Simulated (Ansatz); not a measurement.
Zinc-blende HgTe: polycrystal shear modulus by level of theory

No measured value is used here.

| level (code) | value (GPa) | cell (Å³/atom) |
|---|---|---|
| LDA (Ansatz) | … | 33.31 |
| PBE (Ansatz) | 13.2 | 36.76 |
| r²SCAN (Ansatz) | 13.9 | 35.49 |

Question: Some entries are withheld; supply them.

Answer: 
- LDA (Ansatz, a quantum-chemistry and plane-wave program), value (GPa): 15.3

Density-functional levels without +SOC have no spin–orbit coupling. LDA, PBE, r²SCAN: the solid has no gap at this level, which affects its response. Each level is taken at its own relaxed cell. Cutoffs differ between the levels. Ansatz's density-functional and Hartree–Fock values are scalar-relativistic unless marked +SOC, with PAW data made under PBE.
